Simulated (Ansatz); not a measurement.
We consider zinc-blende HgSe, described by HSE06 in Ansatz (plane waves, PAW).

Numerical settings: plane-wave cutoff 460 eV, 8×8×8 k mesh, Fermi–Dirac smearing 0.01 eV, scalar-relativistic PAW data made under PBE.

Computed points:

```tsv
V (Å³/atom)	E − E_lowest (meV/atom)	P (GPa)
27.999	13.10	2.960
28.984	1.39	0.899
29.473	0.00	0.017
30.210	2.67	-1.160
30.947	10.36	-2.176
```

Problem. Estimate the bulk modulus from the pressures at 28.984 and 30.210 Å³/atom, and compare it with a fit to all energies.

Solution. B = −V dP/dV. Between V = 28.984 and 30.210 Å³/atom, dP/dV = (-1.160 − (0.899))/(30.210 − 28.984) = -1.68 GPa per Å³/atom; at the midpoint 29.597 Å³/atom this gives B ≈ 49.7 GPa. The third-order Birch–Murnaghan fit gives V0 = 29.486 Å³/atom, B0 = 50.5 GPa, B′ = 5.0, which lies 2 % above that estimate.

Measured, for comparison: bulk modulus 50 GPa (temperature not stated, not corrected to a static lattice, our sources range from 48.5 to 51.6; as tabulated in Toher et al. (2017), arXiv:1611.05714); equilibrium volume per atom 28.16 Å³/atom (293 K, not corrected to a static lattice; as tabulated in Cardona et al. (2009), arXiv:0908.2634). Computed (rounded) less measured: bulk modulus +1 % (inside the range of the sources held), equilibrium volume per atom +4.7 %.

Spin–orbit coupling is not included; it can open a gap where bands touch, and shift volumes and moduli.

The computed numbers hold no vibrational or temperature effects.

Cost on a shared machine: about 23 core-minutes (a rough figure).

Ansatz is a first-principles code.
